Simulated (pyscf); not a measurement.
Structures and frequencies: ωB97X-D3(BJ)/def2-SVP in PySCF. Correlated levels are frozen-core, on RHF or UHF. ΔMP2 is the change of the MP2 total energy from the triple- to the quadruple-zeta basis.

Q: How much does it cost (ΔH, 298 K, CCSD(T)/def2-TZVPP + ΔMP2(QZVPP)) to split HO–Si:–Cl [singlet] at its H–O bond into [O=Si–Cl]• + H•?

A: H–O to [O=Si–Cl]• + H•: 95.9 kcal/mol. The radicals are drawn with the spin at the cut bond; how far it spreads was not checked. Other isomers of HO–Si:–Cl [singlet] were not searched in full and may lie lower. The CCSD(T) − MP2 part came from Ansatz, without density fitting, on the same reference.
